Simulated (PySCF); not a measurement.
Compound: H2NCO+, CH₂NO (charge +1).
Cartesian coordinates in Å at the GFN2-xTB level; atoms count from 1:
```
atom  x, y, z in Å
N1    -0.5037    0.0143   -0.0242
C2     0.7442   -0.0191    0.0263
O3     1.8622   -0.0491    0.0695
H4    -1.0248    0.8961   -0.0404
H5    -1.0694   -0.8394   -0.0483
```

Theory: PySCF 2.14.0, density-fitted response routines, TDDFT PBE0/def2-SVPD, vertical, gas phase, core orbitals frozen in the response.

Transition dipole moments from the ground state, in atomic units and in the frame of the coordinates above (overall signs are arbitrary), for the states with f of 0.002 or more among the lowest 8:

```tsv
state	E (eV)	μx	μy	μz
S2	9.319	0.317	-0.009	0.015
S3	9.739	0.008	0.001	-0.175
S6	11.605	-0.004	-0.208	-0.001
S7	11.916	-1.491	0.040	-0.057
S8	12.115	0.026	-0.001	0.140
```

(1) Work out the oscillator strengths.

(2) All atoms lie in one plane. Which transitions are polarised in it and which across it?

(3) What angle do the transition dipoles of S2 and S6 make?

(4) How is the summed strength of these states shared among x, y and z?

(5) What peak molar absorption coefficient would the strongest computed level give as a lone Gaussian band 0.5 eV wide at half height?

Results:

(1) f = (2/3) ΔE |μ|² with ΔE in hartree (27.2114 eV).

```tsv
state	|μ|² (au)	|μ| (D)	f
S2	0.101	0.81	0.023
S3	0.031	0.45	0.007
S6	0.043	0.53	0.012
S7	2.228	3.79	0.650
S8	0.020	0.36	0.006
```

(2) In the plane: S2, S6 and S7. Perpendicular: S3 and S8. 

(3) |cos θ| = |μa·μb| / (|μa| |μb|) = 0.01, so θ ≈ 90° (taken between 0 and 90°, since the signs are arbitrary).

(4) (2/3) Σ ΔE μα² gives 0.672 for x, 0.013 for y and 0.014 for z, 0.699 in all.

(5) ε(max) = 2.175×10⁸ f / FWHM, with the width in cm⁻¹. S7: 2.175×10⁸ × 0.6504 / 4033 ≈ 35000 L mol⁻¹ cm⁻¹.
